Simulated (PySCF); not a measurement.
**Deuteron quadrupole couplings in methylcyclopropane**

Methylcyclopropane, C₄H₈.
Numbering: `[CH3:1][CH:2]1[CH2:3][CH2:4]1` (hydrogens: H5, H6, H7 on C1; H8 on C2; H9, H10 on C3; H11, H12 on C4)

Cartesian coordinates in Å at the PBE0-D3(BJ)/def2-SVP level; atoms count from 1:
```
atom  x, y, z in Å
C1     1.4092   -0.0320    0.4705
C2     0.2333   -0.1721   -0.4587
C3    -1.0922   -0.6506    0.0558
C4    -0.9232    0.7795   -0.3709
H5     1.9477   -0.9868    0.5851
H6     1.0837    0.2883    1.4731
H7     2.1280    0.7166    0.1001
H8     0.4939   -0.5070   -1.4693
H9    -1.6913   -1.3125   -0.5757
H10   -1.1778   -0.8596    1.1266
H11   -1.4060    1.1080   -1.2955
H12   -0.8898    1.5455    0.4099
```

Level: B3LYP/pcJ-1 (PySCF, non-relativistic); Q(2H) = 0.00286 b; rigid geometry, the same for H and D, with no vibrational averaging.

Problem. Rank these positions by the coupling χzz of a deuteron there, largest first.
A. H8 (methine hydrogen)
B. H7 (methyl hydrogen)
C. H9 (methylene hydrogen)

Solution. C (199 kHz), A (194 kHz), B (188 kHz).

Problem. Give the electric field gradient Vzz (the principal value of largest size), its asymmetry and the 2H coupling at each hydrogen.

Solution. 
```csv
atom,bonded to,bond length (Å),Vzz (au),η,χzz (kHz)
H5,C1,1.102,0.2800,0.03,188
H6,C1,1.102,0.2799,0.04,188
H7,C1,1.102,0.2805,0.03,188
H8,C2,1.096,0.2881,0.10,194
H9,C3,1.094,0.2955,0.08,199
H10,C3,1.094,0.2938,0.09,197
H11,C4,1.094,0.2955,0.08,199
H12,C4,1.094,0.2937,0.09,197
```

Problem. Give the 2H NMR doublet splittings at H6 for a magnetic field along the z, y and x axes of the gradient: 3χ/2, 3χ(1 + η)/4, 3χ(1 − η)/4.

Solution. With |χ| = 188.1 kHz and η = 0.043: 282, 147 and 135 kHz, to first order and without motion.

Geometry: PBE0-D3(BJ)/def2-SVP; no solvent, vibrations or thermal averaging. These gradients aren't converged with respect to the basis.
